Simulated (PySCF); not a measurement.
# CCl2: the cost of one run

Program: PySCF 2.14.0. Level of theory: levels as typed in each script, gas phase, geometry from GFN2-xTB. These are calculated values, not measurements.

## Step 1: Starting geometry

SMILES `Cl[C]Cl`, 3 atoms, charge 0, spin multiplicity 1.

Bond lengths: Cl1–C2 1.672 Å, C2–Cl3 1.672 Å. Angles: Cl1–C2–Cl3 112.9°.

Coordinates:

```
atom    x (Å)    y (Å)   z (Å)
 Cl1   1.3938   0.1386  0.0000
  C2  -0.0001  -0.7855  0.0000
 Cl3  -1.3938   0.1386  0.0000
```

## Step 2: Localised orbitals (B3LYP/6-31+g*)

File input.py:

```python
import numpy as np
from pyscf import gto, scf, dft, lo
from pyscf.data.elements import chemcore

def solve(mol, dm0=None, hcore=None):
    mf = (dft.UKS if mol.spin else dft.RKS)(mol, xc='b3lyp')
    mf.grids.level = 3
    mf = mf.density_fit(auxbasis='def2-universal-jkfit')
    mf.conv_tol, mf.max_cycle = 1e-8, 80
    if hcore is not None:
        mf.get_hcore = lambda *args: hcore
    mf.kernel(dm0)
    if not mf.converged:
        mf = mf.newton().run(mf.mo_coeff, mf.mo_occ, max_cycle=30)
    assert mf.converged, 'SCF not converged'
    return mf

mol = gto.M(atom='''
Cl     1.39378     0.13861     0.00000
C     -0.00010    -0.78551     0.00000
Cl    -1.39375     0.13863     0.00000
''', basis='6-31+g*', charge=0, spin=0, verbose=4)
mf = solve(mol)
occ_all = mf.mo_coeff[:, mf.mo_occ > 0]
occ = occ_all[:, chemcore(mol):]
loc = lo.ibo.ibo(mol, occ, iaos=lo.iao.iao(mol, occ_all))
fock, s = mf.get_fock(), mf.get_ovlp()
ortho = lo.orth_ao(mol, 'meta_lowdin')
ortho = lo.vec_lowdin(lo.iao.iao(mol, occ_all), s)
labels = lo.iao.reference_mol(mol).ao_labels(fmt=None)
vir = lo.vvo.livvo(mol, occ_all, mf.mo_coeff[:, mf.mo_occ == 0])
both = np.hstack([loc, vir])
p = (ortho.T @ s @ both) ** 2
pop = np.array([p[[l[0] == a for l in labels]].sum(0) for a in range(mol.natm)])
spd = np.array([[p[[l[0] == a and l[2][-1] == k for l in labels]].sum(0) for k in 'spd'] for a in range(mol.natm)])
eps = np.einsum('pi,pq,qi->i', both, fock, both)
for i in np.argsort(eps):
    top = np.argsort(-pop[:, i])[:3]
    print('%3d %s %9.4f Eh ' % (i + 1, 'occ' if i < loc.shape[1] else 'vir', eps[i]), '  '.join('%s%d %.3f' % (mol.atom_symbol(a), a + 1, pop[a, i]) for a in top))
np.savez('result.npz', c=both, nocc=loc.shape[1], pop=pop, spd=spd, eps=eps, e=mf.e_tot)
```

Started as:

```bash
$ OMP_NUM_THREADS=1 python input.py
```

Q: Estimate wall time and peak memory on 1 thread of Intel Xeon Platinum 8488C (Sapphire Rapids), shared host.

About 2.6 s, with a peak of 0.25 GiB.
